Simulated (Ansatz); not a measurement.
Tetradymite Bi₂Se₃, treated with PBEsol (PAW; Ansatz, a quantum-chemistry and plane-wave program).

Numerical settings: plane-wave cutoff 500 eV, 10×10×10 k mesh, Fermi–Dirac smearing 0.05 eV, scalar-relativistic PAW data made under PBE.

Computed at the level's own relaxed cell.

### Question
Give the computed volume per atom, equilibrium lattice constant a and lattice parameter c.

### Answer

- volume per atom: 28.17 Å³/atom
- equilibrium lattice constant a: 4.131 Å
- lattice parameter c: 28.599 Å

Measured, for comparison: lattice constant a 4.143 Å, lattice parameter c 28.636 Å (temperature not stated, not corrected to a static lattice; as tabulated in Luo et al. (2012), arXiv:1308.1523). Computed (rounded) less measured: lattice constant a -0.3 %, lattice parameter c -0.1 %.

Note: the cell comes from a level without a dispersion term, which matters for the spacing of layers, chains or molecules.

Spin–orbit coupling is not included; it can shift volumes and moduli of such heavy elements.

Computed values are for the static lattice.

Computing time: about 7 core-minutes (a rough figure).
